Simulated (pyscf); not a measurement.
**Four-centre exchange: `[F][Ge]([F])[F]` [doublet] + `[OH2]` -> `[FH]` + `[OH][Ge]([F])[F]` [doublet]**

Gas phase, doublet surface, charge 0. Bonds broken: F1–Ge2, O5–H6. Bonds formed: F1–H6, Ge2–O5. PySCF, gas phase, ωB97X-D3(BJ)/def2-SVP geometries.

Transition state (Å):

```xyz
7

F      0.1254     0.5537     1.3566
Ge    -1.4896    -0.1815     0.2392
F     -0.7644    -1.7266    -0.0785
F     -2.8680    -0.1730    -0.8464
O     -0.3141     0.9151    -0.7913
H      0.2724     0.9078     0.2573
H      0.1048     0.4648    -1.5399
```

One imaginary mode, 727i cm⁻¹; descent along it reached the two sides named, in the forms told below.

```tsv
bond	change	reactant side (Å)	saddle	product side
F1–Ge2	breaks	1.767	2.097	2.594
O5–H6	breaks	0.969	1.202	1.746
F1–H6	forms	2.233	1.164	0.943
Ge2–O5	forms	2.278	1.910	1.794
```

Electronic energies relative to the separated reactants (kcal/mol):

```tsv
level	barrier	reaction energy	reverse barrier
ωB97X-D3(BJ)/def2-TZVP	8.1	+4.7	3.4
PBE/def2-TZVP	4.3	+5.0	-0.7
r²SCAN/def2-TZVP	5.1	+5.1	0.0
B3LYP-D3(BJ)/def2-TZVP	7.8	+4.8	3.0
PBE0-D3(BJ)/def2-TZVP	6.2	+4.4	1.9
M06-2X/def2-TZVP	7.2	+4.6	2.6
ωB97M-D3(BJ)/def2-TZVP	8.4	+5.1	3.2
HF/def2-TZVP	24.3	+6.2	18.1
```

With ωB97M-D3(BJ)/def2-TZVP energies and thermal terms (ideal gas, 1 atm, RRHO with modes under 100 cm⁻¹ raised to 100, one conformer, R ln 2 for chiral ones without a mode under 150 cm⁻¹), in kcal/mol:

```tsv
T (K)	ΔH‡	ΔG‡	ΔH	ΔG
298	7.0	17.5	+4.6	+4.2
600	7.1	28.1	+5.2	+3.6
900	7.7	38.6	+5.7	+2.7
1200	8.5	48.7	+6.1	+1.7
```

On the reactant side the descent ends in a complex, 6.3 kcal/mol under the separated species and 14.5 kcal/mol under the saddle at ωB97X-D3(BJ)/def2-TZVP. On the product side the descent ends in a complex, 6.2 kcal/mol under the separated species and 9.7 kcal/mol under the saddle at ωB97X-D3(BJ)/def2-TZVP. At PBE the saddle lies under the separated products, which points to a path from their complex (located at ωB97X-D3(BJ) alone), and parting the products costs more than the saddle. This is the saddle that the search found; another between the same sides may lie lower. Elements up to Kr have no core potential and no relativistic terms here.
